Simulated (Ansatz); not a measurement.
Cost and result for the atomization energy of `Fc1ccco1` (9 atoms, 9 bonds).

Z-matrix (Å, degrees):
```
C
C 1 1.348
O 1 1.331 2 113.1
F 1 1.308 2 132.0 3 -180.0
C 2 1.432 1 104.1 3 -0.0
H 2 1.076 1 127.0 3 180.0
C 3 1.366 1 105.9 2 0.0
H 5 1.078 2 126.9 1 -180.0
H 7 1.076 3 115.7 1 180.0
```

Charge 0, multiplicity 1. The geometry is a stationary point of PBE0-D4/def2-TZVP. Program: Ansatz. All runs use 4 threads of an Arm Neoverse N1 on a shared host. Times are those of one run each, without the atoms' runs, and a repeat can differ threefold. Electronic energies, without spin–orbit coupling; frozen cores. CCSD(T)/CBS adds CCSD(T) − MP2 in def2-TZVPP to the MP2 limit, and its time is that of the two runs behind it. T1 = 0.013. B3LYP takes the VWN-RPA correlation (the form of Gaussian; ORCA's B3LYP/G). HSE06 is the plane-wave form, built on full-range PBE exchange.

CCSD(T)/CBS is a level of theory with its own doubt, some kJ/mol a heavy atom from the limit and from the frozen cores, so smaller differences don't rank the functionals.

```csv
level,functions,wall time
LDA (SPW92)/def2-TZVPP,228,1.6 s
BLYP-D4/def2-TZVPP,228,2.6 s
PBE0-D4/def2-TZVPP,228,3.4 s
HSE06-D4/def2-TZVPP,228,4 s
CAM-B3LYP-D4/def2-TZVPP,228,4 s
B3LYP-D4/def2-TZVPP (with forces),228,5.5 s
r2SCANh-D4/def2-TZVPP,228,7 s
B2PLYP/def2-TZVPP,228,7.5 s
CCSD(T)/def2-SVP,99,8 s
ωB97X-V/def2-TZVPP,228,9.5 s
MP2/def2-QZVPP,432,30 s
CCSD(T)/def2-TZVPP,228,3.3 min
CCSD(T)/CBS(def2),–,3.8 min
```

(1) What atomization energy does each give, and how far from CCSD(T)/CBS? (An estimate is asked.)

## Answers

(1) Ansatz gave: 
```
                            level  atomization (kJ/mol)  difference from CCSD(T)/CBS  per bond
           LDA (SPW92)/def2-TZVPP                4994.5                        820.7      91.2
               BLYP-D4/def2-TZVPP                4216.2                         42.4       4.7
               PBE0-D4/def2-TZVPP                4259.0                         85.2       9.5
              HSE06-D4/def2-TZVPP                4263.9                         90.1      10.0
          CAM-B3LYP-D4/def2-TZVPP                4209.7                         35.9       4.0
B3LYP-D4/def2-TZVPP (with forces)                4182.6                          8.8       1.0
            r2SCANh-D4/def2-TZVPP                4185.6                         11.8       1.3
                B2PLYP/def2-TZVPP                4153.1                        -20.7      -2.3
                 CCSD(T)/def2-SVP                4005.3                       -168.5     -18.7
               ωB97X-V/def2-TZVPP                4196.4                         22.6       2.5
                   MP2/def2-QZVPP                4291.5                        117.7      13.1
               CCSD(T)/def2-TZVPP                4062.1                       -111.7     -12.4
                CCSD(T)/CBS(def2)                4173.8                          0.0       0.0
```

In def2-TZVPP, CCSD(T) changes the Hartree–Fock value by +1140.8 kJ/mol (the triples alone add +95.2 kJ/mol) and MP2 by +1304.3 kJ/mol; breaking electron pairs costs correlation energy, which Hartree–Fock lacks. From r2SCAN to r2SCAN0 (25 % exact exchange), in def2-TZVPP and without D4, the atomization energy moves by −106.5 kJ/mol: exact exchange takes away binding that semilocal exchange gives to molecules. The D4 term adds +29.1 kJ/mol with B3LYP and +14.9 kJ/mol with PBE0; it sums over pairs of atoms, weighted by their polarisabilities, and B3LYP, whose exchange is more repulsive, gets the larger term.
